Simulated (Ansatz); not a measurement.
Reaction (SMILES): S (H2S) + H+ → [SH3+]
B3LYP-D3(BJ)/def2-TZVP geometries, fixed; electronic energies without zero-point terms; positive where energy is released.

Energies in hartree at MP2 with Ansatz (an electronic-structure program); the proton affinity is their sum with the coefficients shown, times 627.509 kcal/mol a hartree; the bare proton counts zero. All functions are spherical. Cores are frozen. No added dispersion term, no relativity.

```json
[
 {"species": "S (H2S)", "coefficient": "+1", "part": "Hartree-Fock", "cc-pV(D+d)Z": "-398.69871", "cc-pV(T+d)Z": "-398.71493", "cc-pV(Q+d)Z": "-398.71899"},
 {"species": "S (H2S)", "coefficient": "+1", "part": "correlation", "cc-pV(D+d)Z": "-0.14593", "cc-pV(T+d)Z": "-0.19080", "cc-pV(Q+d)Z": "-0.20675"},
 {"species": "[SH3+]", "coefficient": "-1", "part": "Hartree-Fock", "cc-pV(D+d)Z": "-398.97946", "cc-pV(T+d)Z": "-398.99658", "cc-pV(Q+d)Z": "-399.00069"},
 {"species": "[SH3+]", "coefficient": "-1", "part": "correlation", "cc-pV(D+d)Z": "-0.14751", "cc-pV(T+d)Z": "-0.18732", "cc-pV(Q+d)Z": "-0.20179"}
]
```

Q: Predict the proton affinity in cc-pV(5+d)Z (X = 5): let each Hartree-Fock step shrink by the ratio of the last two, and fit each correlation energy at X = 3 and 4 to E + A/X^3. Compare with the run.

A: 
- S (H2S): steps -0.01622 and -0.00406, ratio 0.250, so Hartree-Fock -398.72001 (run: -398.71979); A = (-0.19080 - (-0.20675))/(1/27 - 1/64) = 0.7449, correlation -0.20675 - A/64 + A/125 = -0.21243 (run: -0.21334).
- [SH3+]: steps -0.01712 and -0.00411, ratio 0.240, so Hartree-Fock -399.00168 (run: -399.00155); A = (-0.18732 - (-0.20179))/(1/27 - 1/64) = 0.6758, correlation -0.20179 - A/64 + A/125 = -0.20694 (run: -0.20773).
Predicted 173.31 kcal/mol; the run in cc-pV(5+d)Z gives 173.29, a miss of 0.02. Keeping the value in cc-pV(Q+d)Z, 173.66, would miss by 0.37. All sums are of the energies as printed.
